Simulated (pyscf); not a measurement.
Optimised with ωB97X-D3(BJ)/def2-SVP in PySCF.

Problem. Estimate by transition-state theory (the high-pressure limit) the rate constant of HC≡O⁺ (SMILES [CH+]=O) + H₂ (SMILES [H][H]) → H₂C=OH⁺ (SMILES C=[OH+]) (singlet surface; H–H broken, C–H, H–O formed) at 900 K, with ωB97M-D3(BJ)/def2-TZVP energies (ideal gas, 1 atm, RRHO with modes under 100 cm⁻¹ raised to 100, one conformer, R ln 2 for chiral ones without a mode under 150 cm⁻¹; no tunnelling).

Solution. The electronic barrier is 49.6 kcal/mol and the thermal terms add +23.8, so ΔG‡ = 73.4 kcal/mol. With k_BT/h = 1.88e+13 s⁻¹ and RT = 1.788 kcal/mol, and a volume of 1.23e-19 cm³ per molecule at 1 atm, k = 3.4e-24 cm³ molecule⁻¹ s⁻¹. The product is born with the 88 kcal/mol of the reverse barrier and needs collisions to keep. Wigner's tunnelling factor for 2102i cm⁻¹ would be 1.47, likely too low at so high a frequency. A shift of 1 kcal/mol in the barrier changes k by a factor 1.7. At the saddle there is also a short C–H contact that neither side keeps. One saddle was located; it need not be the lowest between these sides.
